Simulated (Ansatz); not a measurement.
## H$_{2}$Si–AsH⁺, doublet in cc-pVDZ: errors against UCCSDT(Q)

Geometry: that of the H2Si–AsH, singlet, kept fixed.

```xyz
5

Si    0.0000    0.0178    1.5348
As    0.0000   -0.0269   -0.6308
H     0.0000    1.2262    2.3951
H     0.0000   -1.2232    2.3468
H     0.0000    1.5001   -0.6172
```

Basis cc-pVDZ; Ansatz 0.2.0. Correlated methods freeze the noble-gas cores and the filled d shells of p-block atoms, which leaves 11 electrons in 41 orbitals. Prefix R: restricted or restricted open-shell reference; prefix U: unrestricted. No spin–orbit coupling is included, and no scalar relativity.

Full CI isn't at hand for all of this; UCCSDT(Q) serves as the reference, and is uncertain by about the last step of the cluster series. The frozen core follows each run's orbitals, which can shift R against U totals by a few meV for light atoms and by up to 0.1 eV past Ca.

* UHF ⟨S²⟩: 0.758
* T1 diagnostic (RCCSD): 0.0181
* largest doubles amplitude (RCCSD): 0.049
* T1 diagnostic (UCCSD): 0.0178

| level | E − E(UCCSDT(Q)) (kJ/mol) | share of correlation (%) | wall time |
| --- | --- | --- | --- |
| UHF | 562.0 | 1.21 | – |
| UMP2 | 120.9 | 78.76 | – |
| UCCSD | 19.4 | 96.59 | – |
| UCCSD(T) | 3.9 | 99.31 | 8 s |
| UCCSDT | 0.8 | 99.86 | – |

The correlation energy at UCCSDT(Q), counted from RHF, is -5.897 eV. That run took 28 s on 1 thread of Arm Neoverse V2, shared host.

Run but not shown, since their state or frozen core can't be matched to the reference's or they repeat it: RHF, RMP2, CISD, RCCSD, RCCSD(T), BCCD(T), RCCSDT, RCCSDT(Q).

Times hold each run's SCF and search for its determinant on a shared host, so for small cases they say little of a method's own cost; they ran on 1 thread of Arm Neoverse V2.
